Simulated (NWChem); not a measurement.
Molecule: hydrogen sulfide (H2S); SMILES S

Results from NWChem. Pople sets run with spherical d functions. Each level has its own optimisation. Computed dipoles belong to the equilibrium geometry; the measured one is vibrationally averaged.

Measured dipole moment: 0.97 D (NIST CCCBDB, as tabulated in the package chemicals).

### Question
Which of these levels lies farthest from the measured value, and how do the others fare: PBE/def2-SVP; PBE0/def2-SVP; LDA (Slater exchange, VWN5)/def2-SVP; Hartree-Fock/3-21G; BLYP/def2-SVP; B3LYP/6-31G*; Hartree-Fock/STO-3G; Hartree-Fock/6-31G*?

### Answer
Hartree-Fock/3-21G.
| level | dipole moment (D) | computed − measured |
|---|---|---|
| Hartree-Fock/STO-3G | 1.03 | +0.06 |
| Hartree-Fock/3-21G | 1.83 | +0.86 |
| Hartree-Fock/6-31G* | 1.41 | +0.44 |
| B3LYP/6-31G* | 1.42 | +0.45 |
| LDA (Slater exchange, VWN5)/def2-SVP | 1.37 | +0.40 |
| PBE/def2-SVP | 1.29 | +0.32 |
| BLYP/def2-SVP | 1.17 | +0.20 |
| PBE0/def2-SVP | 1.35 | +0.38 |
